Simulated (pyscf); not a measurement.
HO–Zn–OH + SiH₄ → HO–ZnH + HO–SiH₃, a four-centre exchange (singlet surface; O–Zn, H–Si broken, H–Zn, O–Si formed). Structures and frequencies: ωB97X-D3(BJ)/def2-SVP in PySCF. Energies in eV from the separated reactants.

AM1 to PM7: differences of heats of formation from MOPAC. 

**Question.** In single points PM6 puts the saddle at -1.79 eV and the reaction energy at -2.29 eV. Should these be trusted to within a few kcal/mol? Compare with ωB97M-D3(BJ)/def2-TZVP.

**Answer.** ωB97M-D3(BJ)/def2-TZVP gives ΔE‡ = 0.11 eV and ΔE = -0.64 eV. PM6 lies 1.90 eV under it in the barrier and 1.65 eV under it in the reaction energy, so on this step it does not hold to within 0.13 eV. At PM6 this geometry lies under one side, so its ΔE‡ may be no barrier of that level. ωB97M-D3(BJ)/def2-TZVP has limits of its own. On the reactant side the descent ends in a complex (not fully relaxed), 0.20 eV under the separated species and 0.21 eV under the saddle at ωB97X-D3(BJ)/def2-TZVP. On the product side the descent ends in an adduct with a O–Zn contact (not fully relaxed), 0.56 eV under the separated species and 1.15 eV under the saddle at ωB97X-D3(BJ)/def2-TZVP. What is counted as broken (O–Zn) persists as a longer contact in the product adduct; parting that adduct is a step of its own. At ωB97X-D3(BJ) the barrier from the zero used here is 0.01 eV. One saddle was located; it need not be the lowest between these sides. In the def2 sets elements up to Kr have no core potential.
